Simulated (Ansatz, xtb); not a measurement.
Species: C₂H₅O, net charge 0, doublet state. It need not be the lowest isomer of its formula. SMILES: [CH2]OC
Geometry from a B3LYP-D3(BJ)/def2-TZVP (Ansatz, a quantum-chemistry and plane-wave program) optimisation:
```
O
C 1 1.3519
H 2 1.0790 1 114.02
H 2 1.0842 3 121.78 1 -153.23
C 1 1.4201 2 115.23 3 -176.73
H 5 1.0876 1 107.01 2 177.56
H 5 1.0936 6 109.69 1 -120.06
H 5 1.0948 6 109.52 7 -119.96
```
Charge 0, spin multiplicity 2.

Harmonic wavenumbers from GFN2-xTB (xtb, at its own minimum), cm⁻¹: 131, 271, 419, 482, 969, 1060, 1117, 1186, 1276, 1373, 1407, 1462, 1475, 2909, 2931, 3026, 3088, 3174.

**Question.** Give the harmonic wavenumbers at B3LYP-D3(BJ)/def2-TZVP (Ansatz, finite differences of forces, unscaled).

**Answer.** 163, 292, 431, 540, 959, 1136, 1170, 1250, 1287, 1459, 1488, 1496, 1504, 3005, 3060, 3115, 3134, 3263 cm⁻¹. Zero-point energy 41.1 kcal/mol.

**Question.** From these and the geometry, give the ideal-gas thermochemistry at 298.15 K and 1 atm (rigid rotor, harmonic oscillator).

**Answer.** Point group C1, rotational symmetry number 1. Rotational constants 47.67, 10.68, 9.267 GHz. S(trans) 37.34, S(rot) 21.75, S(vib) 5.72, S(elec, spin only) 1.38, S 66.2 cal/(mol K). H(298) - H(0) 3.41 kcal/mol; G - E(el) 24.8 kcal/mol.
